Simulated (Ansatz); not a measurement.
# H2O (singlet): B3LYP, CAM-B3LYP over a scan of the distance O1–H2, cc-pVTZ

How well do these functionals follow the top wave-function level for H2O (singlet) over a scan of the distance O1–H2?

Computed with Ansatz 0.2.0, Gaussian basis. Level: cc-pVTZ, all electrons in the functionals.

Plan: B3LYP, CAM-B3LYP, at 0.765 Å; 0.884 Å; 0.960 Å; 1.055 Å; 1.181 Å; 1.304 Å; 1.551 Å; 1.745 Å; 2.065 Å; 2.626 Å; 3.309 Å.

21 further runs of the same task are left out: 12 that didn't finish, 9 set aside as unsound or not needed.

### 1 The system

The geometry derives from a PBE0/def2-TZVP stationary point (not a proven minimum). One bond is set to the value named and the two fragments are kept rigid.

3 atoms, charge 0, spin multiplicity 1.

Atoms are counted from 1 here; the program's logs count them from 0.

Bond lengths: O1–H2 0.960 Å, O1–H3 0.960 Å. Angles: H2–O1–H3 105.1°.

No dispersion term is added. B3LYP takes the VWN-RPA correlation.

The geometry shown and the zero of energy belong to the point 0.960 Å. The yardstick, RCCSDT(Q), and other wave-function levels (R restricted, U unrestricted, valence and pair active spaces) come from earlier runs.

### 2 B3LYP, 0.765 Å

The input, in.yaml:

```yaml
crystal:
  periodic: [false, false, false]
  atoms:
    - {symbol: O, position_ang: [0.000000, -0.058697, -0.008638]}
    - {symbol: H, position_ang: [0.000000, 0.406689, -0.615796]}
    - {symbol: H, position_ang: [0.000000, 0.525031, 0.752912]}
basis:
  gaussian: {orbitals: cc-pVTZ}
hamiltonian: {xc: {name: B3LYP}}
```

The run is started by

```bash
ansatz run in.yaml --threads 1 --pin off --events-out ev --progress --plain --max-ram 2393MiB
```

What it wrote:

```text
Functional definition: B3LYP
  name "B3LYP"
  cite "Stephens, Devlin, Chabalowski & Frisch, J. Phys. Chem. 98, 11623 (1994) doi:10.1021/j100096a001"
  cite "Becke, Phys. Rev. A 38, 3098 (1988) doi:10.1103/PhysRevA.38.3098"
  cite "Lee, Yang & Parr, Phys. Rev. B 37, 785 (1988) doi:10.1103/PhysRevB.37.785"
  cite "Vosko, Wilk & Nusair, Can. J. Phys. 58, 1200 (1980) doi:10.1139/p80-159"
  parameter a0 = 0.2
  parameter ax = 0.72
  parameter ac = 0.81
  exchange = (1 - a0 - ax)*slater_x + ax*b88_x + a0*exact_x
  correlation = (1 - ac)*vwn_rpa_c + ac*lyp_c
287 factors; their error is unknown
mean field evaluation 1: about -2073.6957 eV, gradient 6.0e1 eV
mean field evaluation 2: about -2068.1260 eV, gradient 8.3e1 eV
mean field evaluation 4: about -2078.9462 eV, gradient 3.2e-1 eV
mean field evaluation 8: about -2078.9462 eV, gradient 1.0e-3 eV
mean field -2078.94619717 eV, -76.3998635856 hartree, gradient 2.7e-5 eV, S^2 0.000000; 0 other end points of the search recorded, 0 dependent functions left out
reference -2078.94630769 eV, -76.3998676471 hartree; 5, 5 occupied and 53, 53 virtual orbitals, 287 factors
Total energy: -2078.94630769 eV, -76.3998676471 hartree
```

Wall time 0.36 s (1 thread of Arm Neoverse V2, shared host).

### 3 B3LYP, 0.884 Å

The input, in.yaml:

```yaml
crystal:
  periodic: [false, false, false]
  atoms:
    - {symbol: O, position_ang: [0.000000, -0.062747, -0.003354]}
    - {symbol: H, position_ang: [0.000000, 0.475032, -0.704958]}
    - {symbol: H, position_ang: [0.000000, 0.520981, 0.758196]}
basis:
  gaussian: {orbitals: cc-pVTZ}
hamiltonian: {xc: {name: B3LYP}}
```

The command is unchanged.

What it wrote:

```text
Functional definition: B3LYP
  name "B3LYP"
  cite "Stephens, Devlin, Chabalowski & Frisch, J. Phys. Chem. 98, 11623 (1994) doi:10.1021/j100096a001"
  cite "Becke, Phys. Rev. A 38, 3098 (1988) doi:10.1103/PhysRevA.38.3098"
  cite "Lee, Yang & Parr, Phys. Rev. B 37, 785 (1988) doi:10.1103/PhysRevB.37.785"
  cite "Vosko, Wilk & Nusair, Can. J. Phys. 58, 1200 (1980) doi:10.1139/p80-159"
  parameter a0 = 0.2
  parameter ax = 0.72
  parameter ac = 0.81
  exchange = (1 - a0 - ax)*slater_x + ax*b88_x + a0*exact_x
  correlation = (1 - ac)*vwn_rpa_c + ac*lyp_c
287 factors; their error is unknown
mean field evaluation 1: about -2075.8262 eV, gradient 5.5e1 eV
mean field evaluation 2: about -2070.0169 eV, gradient 8.0e1 eV
mean field evaluation 4: about -2080.3957 eV, gradient 2.5e-1 eV
mean field evaluation 8: about -2080.3929 eV, gradient 1.3e-3 eV
mean field -2080.39288381 eV, -76.4530283391 hartree, gradient 7.2e-5 eV, S^2 0.000000; 0 other end points of the search recorded, 0 dependent functions left out
reference -2080.39300047 eV, -76.4530326263 hartree; 5, 5 occupied and 53, 53 virtual orbitals, 287 factors
Total energy: -2080.39300047 eV, -76.4530326263 hartree
```

Run time: 0.36 s. Hardware: 1 thread of Arm Neoverse V2, shared host.

### 4 B3LYP, 0.960 Å

The input, in.yaml:

```yaml
crystal:
  periodic: [false, false, false]
  atoms:
    - {symbol: O, position_ang: [0.000000, -0.065318, 0.000000]}
    - {symbol: H, position_ang: [0.000000, 0.518410, -0.761550]}
    - {symbol: H, position_ang: [0.000000, 0.518410, 0.761550]}
basis:
  gaussian: {orbitals: cc-pVTZ}
hamiltonian: {xc: {name: B3LYP}}
```

Same command.

What it wrote:

```text
Functional definition: B3LYP
  name "B3LYP"
  cite "Stephens, Devlin, Chabalowski & Frisch, J. Phys. Chem. 98, 11623 (1994) doi:10.1021/j100096a001"
  cite "Becke, Phys. Rev. A 38, 3098 (1988) doi:10.1103/PhysRevA.38.3098"
  cite "Lee, Yang & Parr, Phys. Rev. B 37, 785 (1988) doi:10.1103/PhysRevB.37.785"
  cite "Vosko, Wilk & Nusair, Can. J. Phys. 58, 1200 (1980) doi:10.1139/p80-159"
  parameter a0 = 0.2
  parameter ax = 0.72
  parameter ac = 0.81
  exchange = (1 - a0 - ax)*slater_x + ax*b88_x + a0*exact_x
  correlation = (1 - ac)*vwn_rpa_c + ac*lyp_c
287 factors; their error is unknown
mean field evaluation 1: about -2076.1996 eV, gradient 5.4e1 eV
mean field evaluation 2: about -2069.8359 eV, gradient 8.1e1 eV
mean field evaluation 4: about -2080.5789 eV, gradient 2.6e-1 eV
mean field evaluation 8: about -2080.5778 eV, gradient 9.7e-4 eV
mean field -2080.57780511 eV, -76.4598240716 hartree, gradient 1.1e-5 eV, S^2 0.000000; 0 other end points of the search recorded, 0 dependent functions left out
reference -2080.57792898 eV, -76.4598286237 hartree; 5, 5 occupied and 53, 53 virtual orbitals, 287 factors
Total energy: -2080.57792898 eV, -76.4598286237 hartree
```

It took 0.36 s on 1 thread of Arm Neoverse V2, shared host.

### 5 B3LYP, 1.055 Å

The input, in.yaml:

```yaml
crystal:
  periodic: [false, false, false]
  atoms:
    - {symbol: O, position_ang: [0.000000, -0.068568, 0.004239]}
    - {symbol: H, position_ang: [0.000000, 0.573240, -0.833083]}
    - {symbol: H, position_ang: [0.000000, 0.515160, 0.765789]}
basis:
  gaussian: {orbitals: cc-pVTZ}
hamiltonian: {xc: {name: B3LYP}}
```

Same command.

What it wrote:

```text
Functional definition: B3LYP
  name "B3LYP"
  cite "Stephens, Devlin, Chabalowski & Frisch, J. Phys. Chem. 98, 11623 (1994) doi:10.1021/j100096a001"
  cite "Becke, Phys. Rev. A 38, 3098 (1988) doi:10.1103/PhysRevA.38.3098"
  cite "Lee, Yang & Parr, Phys. Rev. B 37, 785 (1988) doi:10.1103/PhysRevB.37.785"
  cite "Vosko, Wilk & Nusair, Can. J. Phys. 58, 1200 (1980) doi:10.1139/p80-159"
  parameter a0 = 0.2
  parameter ax = 0.72
  parameter ac = 0.81
  exchange = (1 - a0 - ax)*slater_x + ax*b88_x + a0*exact_x
  correlation = (1 - ac)*vwn_rpa_c + ac*lyp_c
287 factors; their error is unknown
mean field evaluation 1: about -2076.0577 eV, gradient 5.3e1 eV
mean field evaluation 2: about -2068.4882 eV, gradient 8.4e1 eV
mean field evaluation 4: about -2080.3951 eV, gradient 3.3e-1 eV
mean field evaluation 8: about -2080.3919 eV, gradient 4.2e-3 eV
mean field -2080.39187584 eV, -76.4529912969 hartree, gradient 6.5e-5 eV, S^2 0.000000; 0 other end points of the search recorded, 0 dependent functions left out
reference -2080.39200751 eV, -76.4529961357 hartree; 5, 5 occupied and 53, 53 virtual orbitals, 287 factors
Total energy: -2080.39200751 eV, -76.4529961357 hartree
```

Run time: 0.36 s. Hardware: 1 thread of Arm Neoverse V2, shared host.

From 0.960 Å: +4.3 kcal/mol.

### 6 B3LYP, 1.181 Å

The input, in.yaml:

```yaml
crystal:
  periodic: [false, false, false]
  atoms:
    - {symbol: O, position_ang: [0.000000, -0.072856, 0.009834]}
    - {symbol: H, position_ang: [0.000000, 0.645603, -0.927490]}
    - {symbol: H, position_ang: [0.000000, 0.510872, 0.771384]}
basis:
  gaussian: {orbitals: cc-pVTZ}
hamiltonian: {xc: {name: B3LYP}}
```

The command is unchanged.

What it wrote:

```text
Functional definition: B3LYP
  name "B3LYP"
  cite "Stephens, Devlin, Chabalowski & Frisch, J. Phys. Chem. 98, 11623 (1994) doi:10.1021/j100096a001"
  cite "Becke, Phys. Rev. A 38, 3098 (1988) doi:10.1103/PhysRevA.38.3098"
  cite "Lee, Yang & Parr, Phys. Rev. B 37, 785 (1988) doi:10.1103/PhysRevB.37.785"
  cite "Vosko, Wilk & Nusair, Can. J. Phys. 58, 1200 (1980) doi:10.1139/p80-159"
  parameter a0 = 0.2
  parameter ax = 0.72
  parameter ac = 0.81
  exchange = (1 - a0 - ax)*slater_x + ax*b88_x + a0*exact_x
  correlation = (1 - ac)*vwn_rpa_c + ac*lyp_c
287 factors; their error is unknown
mean field evaluation 1: about -2075.2350 eV, gradient 5.3e1 eV
mean field evaluation 2: about -2065.0084 eV, gradient 9.0e1 eV
mean field evaluation 4: about -2079.7904 eV, gradient 6.1e-1 eV
mean field evaluation 8: about -2079.7887 eV, gradient 2.2e-1 eV
mean field -2079.78875030 eV, -76.4308268420 hartree, gradient 3.5e-5 eV, S^2 0.000000; 0 other end points of the search recorded, 0 dependent functions left out
reference -2079.78887931 eV, -76.4308315831 hartree; 5, 5 occupied and 53, 53 virtual orbitals, 287 factors
Total energy: -2079.78887931 eV, -76.4308315831 hartree
```

Wall time 0.39 s (1 thread of Arm Neoverse V2, shared host).

From 0.960 Å: +18.2 kcal/mol.

### 7 B3LYP, 1.304 Å

The input, in.yaml:

```yaml
crystal:
  periodic: [false, false, false]
  atoms:
    - {symbol: O, position_ang: [0.000000, -0.077043, 0.015296]}
    - {symbol: H, position_ang: [0.000000, 0.716243, -1.019650]}
    - {symbol: H, position_ang: [0.000000, 0.506685, 0.776846]}
basis:
  gaussian: {orbitals: cc-pVTZ}
hamiltonian: {xc: {name: B3LYP}}
```

The command is unchanged.

What it wrote:

```text
Functional definition: B3LYP
  name "B3LYP"
  cite "Stephens, Devlin, Chabalowski & Frisch, J. Phys. Chem. 98, 11623 (1994) doi:10.1021/j100096a001"
  cite "Becke, Phys. Rev. A 38, 3098 (1988) doi:10.1103/PhysRevA.38.3098"
  cite "Lee, Yang & Parr, Phys. Rev. B 37, 785 (1988) doi:10.1103/PhysRevB.37.785"
  cite "Vosko, Wilk & Nusair, Can. J. Phys. 58, 1200 (1980) doi:10.1139/p80-159"
  parameter a0 = 0.2
  parameter ax = 0.72
  parameter ac = 0.81
  exchange = (1 - a0 - ax)*slater_x + ax*b88_x + a0*exact_x
  correlation = (1 - ac)*vwn_rpa_c + ac*lyp_c
287 factors; their error is unknown
mean field evaluation 1: about -2074.0370 eV, gradient 5.4e1 eV
mean field evaluation 2: about -2059.8745 eV, gradient 9.9e1 eV
mean field evaluation 4: about -2079.0517 eV, gradient 1.2e0 eV
mean field evaluation 8: about -2079.0511 eV, gradient 2.9e-2 eV
mean field -2079.05110270 eV, -76.4037187927 hartree, gradient 4.3e-5 eV, S^2 0.000000; 0 other end points of the search recorded, 0 dependent functions left out
reference -2079.05123646 eV, -76.4037237082 hartree; 5, 5 occupied and 53, 53 virtual orbitals, 287 factors
Total energy: -2079.05123646 eV, -76.4037237082 hartree
```

Run time: 0.36 s. Hardware: 1 thread of Arm Neoverse V2, shared host.

From 0.960 Å: +35.2 kcal/mol.

### 8 B3LYP, 1.551 Å

The input, in.yaml:

```yaml
crystal:
  periodic: [false, false, false]
  atoms:
    - {symbol: O, position_ang: [0.000000, -0.085450, 0.026264]}
    - {symbol: H, position_ang: [0.000000, 0.858098, -1.204718]}
    - {symbol: H, position_ang: [0.000000, 0.498278, 0.787814]}
basis:
  gaussian: {orbitals: cc-pVTZ}
magnetization: {spin_polarized: true, initial_magnetization: 0}
hamiltonian: {xc: {name: B3LYP}}
```

The command is unchanged.

What it wrote (excerpt; [...] marks lines left out):

```text
Functional definition: B3LYP
  name "B3LYP"
  cite "Stephens, Devlin, Chabalowski & Frisch, J. Phys. Chem. 98, 11623 (1994) doi:10.1021/j100096a001"
  cite "Becke, Phys. Rev. A 38, 3098 (1988) doi:10.1103/PhysRevA.38.3098"
  cite "Lee, Yang & Parr, Phys. Rev. B 37, 785 (1988) doi:10.1103/PhysRevB.37.785"
  cite "Vosko, Wilk & Nusair, Can. J. Phys. 58, 1200 (1980) doi:10.1139/p80-159"
[...]
287 factors; their error is unknown
[...]
mean field -2077.57076034 eV, -76.3493172144 hartree, gradient 2.2e-5 eV, S^2 0.000000; 1 other end points of the search recorded, 0 dependent functions left out
reference -2077.57091199 eV, -76.3493227876 hartree; 5, 5 occupied and 53, 53 virtual orbitals, 287 factors
Total energy: -2077.57091199 eV, -76.3493227876 hartree
```

Run time: 1.2 s. Hardware: 1 thread of Arm Neoverse V2, shared host.

From the report: ⟨S²⟩ of the determinant 0.000 (pure singlet: 0.00).

From 0.960 Å: +69.3 kcal/mol.

### 9 B3LYP, 1.745 Å

The input, in.yaml:

```yaml
crystal:
  periodic: [false, false, false]
  atoms:
    - {symbol: O, position_ang: [0.000000, -0.092053, 0.034879]}
    - {symbol: H, position_ang: [0.000000, 0.969515, -1.350076]}
    - {symbol: H, position_ang: [0.000000, 0.491675, 0.796429]}
basis:
  gaussian: {orbitals: cc-pVTZ}
magnetization: {spin_polarized: true, initial_magnetization: 0}
hamiltonian: {xc: {name: B3LYP}}
```

The command is unchanged.

What it wrote (excerpt; [...] marks lines left out):

```text
Functional definition: B3LYP
  name "B3LYP"
  cite "Stephens, Devlin, Chabalowski & Frisch, J. Phys. Chem. 98, 11623 (1994) doi:10.1021/j100096a001"
  cite "Becke, Phys. Rev. A 38, 3098 (1988) doi:10.1103/PhysRevA.38.3098"
  cite "Lee, Yang & Parr, Phys. Rev. B 37, 785 (1988) doi:10.1103/PhysRevB.37.785"
  cite "Vosko, Wilk & Nusair, Can. J. Phys. 58, 1200 (1980) doi:10.1139/p80-159"
[...]
287 factors; their error is unknown
[...]
mean field -2076.62005584 eV, -76.3143794686 hartree, gradient 1.2e-5 eV, S^2 0.231660; 4 other end points of the search recorded, 0 dependent functions left out
reference -2076.62021276 eV, -76.3143852352 hartree; 5, 5 occupied and 53, 53 virtual orbitals, 287 factors
Total energy: -2076.62021276 eV, -76.3143852352 hartree
```

Run time: 1.4 s. Hardware: 1 thread of Arm Neoverse V2, shared host.

From the report: ⟨S²⟩ of the determinant 0.232 (pure singlet: 0.00).

From 0.960 Å: +91.3 kcal/mol.

### 10 B3LYP, 2.065 Å

The input, in.yaml:

```yaml
crystal:
  periodic: [false, false, false]
  atoms:
    - {symbol: O, position_ang: [0.000000, -0.102945, 0.049089]}
    - {symbol: H, position_ang: [0.000000, 1.153294, -1.589840]}
    - {symbol: H, position_ang: [0.000000, 0.480783, 0.810639]}
basis:
  gaussian: {orbitals: cc-pVTZ}
magnetization: {spin_polarized: true, initial_magnetization: 0}
hamiltonian: {xc: {name: B3LYP}}
```

The command is unchanged.

What it wrote (excerpt; [...] marks lines left out):

```text
Functional definition: B3LYP
  name "B3LYP"
  cite "Stephens, Devlin, Chabalowski & Frisch, J. Phys. Chem. 98, 11623 (1994) doi:10.1021/j100096a001"
  cite "Becke, Phys. Rev. A 38, 3098 (1988) doi:10.1103/PhysRevA.38.3098"
  cite "Lee, Yang & Parr, Phys. Rev. B 37, 785 (1988) doi:10.1103/PhysRevB.37.785"
  cite "Vosko, Wilk & Nusair, Can. J. Phys. 58, 1200 (1980) doi:10.1139/p80-159"
[...]
287 factors; their error is unknown
[...]
mean field -2075.82894523 eV, -76.2853066897 hartree, gradient 2.3e-5 eV, S^2 0.683102; 4 other end points of the search recorded, 0 dependent functions left out
reference -2075.82909888 eV, -76.2853123365 hartree; 5, 5 occupied and 53, 53 virtual orbitals, 287 factors
Total energy: -2075.82909888 eV, -76.2853123365 hartree
```

It took 2.2 s on 1 thread of Arm Neoverse V2, shared host.

From the report: ⟨S²⟩ of the determinant 0.683 (pure singlet: 0.00). The determinant is far from a pure spin state, so its energy mixes those of several spin states (harmless only where they are near-degenerate, as at dissociation).

From 0.960 Å: +109.5 kcal/mol.

### 11 B3LYP, 2.626 Å

The input, in.yaml:

```yaml
crystal:
  periodic: [false, false, false]
  atoms:
    - {symbol: O, position_ang: [0.000000, -0.122039, 0.074000]}
    - {symbol: H, position_ang: [0.000000, 1.475483, -2.010178]}
    - {symbol: H, position_ang: [0.000000, 0.461689, 0.835550]}
basis:
  gaussian: {orbitals: cc-pVTZ}
magnetization: {spin_polarized: true, initial_magnetization: 0}
hamiltonian: {xc: {name: B3LYP}}
```

Launched as before.

What it wrote (excerpt; [...] marks lines left out):

```text
Functional definition: B3LYP
  name "B3LYP"
  cite "Stephens, Devlin, Chabalowski & Frisch, J. Phys. Chem. 98, 11623 (1994) doi:10.1021/j100096a001"
  cite "Becke, Phys. Rev. A 38, 3098 (1988) doi:10.1103/PhysRevA.38.3098"
  cite "Lee, Yang & Parr, Phys. Rev. B 37, 785 (1988) doi:10.1103/PhysRevB.37.785"
  cite "Vosko, Wilk & Nusair, Can. J. Phys. 58, 1200 (1980) doi:10.1139/p80-159"
[...]
287 factors; their error is unknown
[...]
mean field -2075.41906548 eV, -76.2702438868 hartree, gradient 2.6e-6 eV, S^2 0.936821; 5 other end points of the search recorded, 0 dependent functions left out
reference -2075.41922033 eV, -76.2702495776 hartree; 5, 5 occupied and 53, 53 virtual orbitals, 287 factors
Total energy: -2075.41922033 eV, -76.2702495776 hartree
```

Run time: 2.5 s. Hardware: 1 thread of Arm Neoverse V2, shared host.

From the report: ⟨S²⟩ of the determinant 0.937 (pure singlet: 0.00). The determinant is far from a pure spin state, so its energy mixes those of several spin states (harmless only where they are near-degenerate, as at dissociation).

From 0.960 Å: +119.0 kcal/mol.

### 12 B3LYP, 3.309 Å

The input, in.yaml:

```yaml
crystal:
  periodic: [false, false, false]
  atoms:
    - {symbol: O, position_ang: [0.000000, -0.145286, 0.104329]}
    - {symbol: H, position_ang: [0.000000, 1.867738, -2.521926]}
    - {symbol: H, position_ang: [0.000000, 0.438442, 0.865879]}
basis:
  gaussian: {orbitals: cc-pVTZ}
magnetization: {spin_polarized: true, initial_magnetization: 0}
hamiltonian: {xc: {name: B3LYP}}
```

The command is unchanged.

What it wrote (excerpt; [...] marks lines left out):

```text
Functional definition: B3LYP
  name "B3LYP"
  cite "Stephens, Devlin, Chabalowski & Frisch, J. Phys. Chem. 98, 11623 (1994) doi:10.1021/j100096a001"
  cite "Becke, Phys. Rev. A 38, 3098 (1988) doi:10.1103/PhysRevA.38.3098"
  cite "Lee, Yang & Parr, Phys. Rev. B 37, 785 (1988) doi:10.1103/PhysRevB.37.785"
  cite "Vosko, Wilk & Nusair, Can. J. Phys. 58, 1200 (1980) doi:10.1139/p80-159"
[...]
287 factors; their error is unknown
[...]
mean field -2075.32385719 eV, -76.2667450467 hartree, gradient 3.5e-6 eV, S^2 0.993766; 6 other end points of the search recorded, 0 dependent functions left out
reference -2075.32402469 eV, -76.2667512023 hartree; 5, 5 occupied and 53, 53 virtual orbitals, 287 factors
Total energy: -2075.32402469 eV, -76.2667512023 hartree
```

It took 2.7 s on 1 thread of Arm Neoverse V2, shared host.

From the report: ⟨S²⟩ of the determinant 0.994 (pure singlet: 0.00). The determinant is far from a pure spin state, so its energy mixes those of several spin states (harmless only where they are near-degenerate, as at dissociation).

From 0.960 Å: +121.2 kcal/mol.

### 13 CAM-B3LYP, 0.765 Å

The input, in.yaml:

```yaml
crystal:
  periodic: [false, false, false]
  atoms:
    - {symbol: O, position_ang: [0.000000, -0.058697, -0.008638]}
    - {symbol: H, position_ang: [0.000000, 0.406689, -0.615796]}
    - {symbol: H, position_ang: [0.000000, 0.525031, 0.752912]}
basis:
  gaussian: {orbitals: cc-pVTZ}
hamiltonian: {xc: {name: CAM-B3LYP}}
```

Same command.

What it wrote (excerpt; [...] marks lines left out):

```text
Functional definition: CAM-B3LYP
  name "CAM-B3LYP"
  cite "Yanai, Tew & Handy, Chem. Phys. Lett. 393, 51 (2004) doi:10.1016/j.cplett.2004.06.011"
  cite "Iikura, Tsuneda, Yanai & Hirao, J. Chem. Phys. 115, 3540 (2001) doi:10.1063/1.1383587"
  cite "Becke, Phys. Rev. A 38, 3098 (1988) doi:10.1103/PhysRevA.38.3098"
  cite "Lee, Yang & Parr, Phys. Rev. B 37, 785 (1988) doi:10.1103/PhysRevB.37.785"
  cite "Vosko, Wilk & Nusair, Can. J. Phys. 58, 1200 (1980) doi:10.1139/p80-159"
[...]
  # Exact exchange under (alpha + beta erf(omega r))/r, Becke's under what is left of 1/r.
[...]
287 factors; their error is unknown
69 factors; integrals over basis functions are off by at most 2.3e-5 eV
[...]
mean field -2078.18378712 eV, -76.3718455331 hartree, gradient 7.0e-5 eV, S^2 0.000000; 0 other end points of the search recorded, 0 dependent functions left out
reference -2078.18384107 eV, -76.3718475158 hartree; 5, 5 occupied and 53, 53 virtual orbitals, 287 factors
Total energy: -2078.18384107 eV, -76.3718475158 hartree
```

Run time: 0.36 s. Hardware: 1 thread of Arm Neoverse V2, shared host.

### 14 CAM-B3LYP, 0.884 Å

The input, in.yaml:

```yaml
crystal:
  periodic: [false, false, false]
  atoms:
    - {symbol: O, position_ang: [0.000000, -0.062747, -0.003354]}
    - {symbol: H, position_ang: [0.000000, 0.475032, -0.704958]}
    - {symbol: H, position_ang: [0.000000, 0.520981, 0.758196]}
basis:
  gaussian: {orbitals: cc-pVTZ}
hamiltonian: {xc: {name: CAM-B3LYP}}
```

The command is unchanged.

What it wrote (excerpt; [...] marks lines left out):

```text
Functional definition: CAM-B3LYP
  name "CAM-B3LYP"
  cite "Yanai, Tew & Handy, Chem. Phys. Lett. 393, 51 (2004) doi:10.1016/j.cplett.2004.06.011"
  cite "Iikura, Tsuneda, Yanai & Hirao, J. Chem. Phys. 115, 3540 (2001) doi:10.1063/1.1383587"
  cite "Becke, Phys. Rev. A 38, 3098 (1988) doi:10.1103/PhysRevA.38.3098"
  cite "Lee, Yang & Parr, Phys. Rev. B 37, 785 (1988) doi:10.1103/PhysRevB.37.785"
  cite "Vosko, Wilk & Nusair, Can. J. Phys. 58, 1200 (1980) doi:10.1139/p80-159"
[...]
  # Exact exchange under (alpha + beta erf(omega r))/r, Becke's under what is left of 1/r.
[...]
287 factors; their error is unknown
69 factors; integrals over basis functions are off by at most 2.0e-5 eV
[...]
mean field -2079.62931679 eV, -76.4249677687 hartree, gradient 7.2e-5 eV, S^2 0.000000; 0 other end points of the search recorded, 0 dependent functions left out
reference -2079.62937374 eV, -76.4249698615 hartree; 5, 5 occupied and 53, 53 virtual orbitals, 287 factors
Total energy: -2079.62937374 eV, -76.4249698615 hartree
```

It took 0.36 s on 1 thread of Arm Neoverse V2, shared host.

(Part 1 of 2 ends here.)
